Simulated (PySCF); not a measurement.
Geometry (Å), atoms numbered from 1 in this order:
```xyz
9

C     0.855    0.484    0.186
C    -0.529    0.819    0.220
C    -1.331   -0.233   -0.136
S    -0.408   -1.631   -0.511
C     1.069   -0.815   -0.195
H     1.660    1.175    0.438
H    -0.916    1.800    0.501
H    -2.418   -0.262   -0.197
H     2.018   -1.337   -0.305
```

Geometry: PBE0-D3(BJ)/def2-SVP; GIAO absolute shieldings from PySCF, gas phase, non-relativistic, averaged over equivalent atoms.

At PBE0/STO-3G (33 basis functions, 1.9 s wall time on 1 thread of an Arm Neoverse V1, shared host):
```tsv
atoms	σ (ppm)
C3/C5	115.9
C1/C2	128.3
S4	532.6
H8/H9	26.10
H6/H7	26.42
```

**Question.** Estimate the result of repeating the calculation with PBE0/pcSseg-1.

**Answer.** 
```
atoms  σ at PBE0/pcSseg-1  change
C3/C5                51.6   -64.3
C1/C2                53.0   -75.3
   S4               275.0  -257.6
H8/H9               24.09   -2.01
H6/H7               24.08   -2.34
```

The largest change is at S4 (aromatic ring sulfur). Cost: 112 basis functions, 5.4 s wall time on 1 thread of an x86-64 server CPU, shared host.
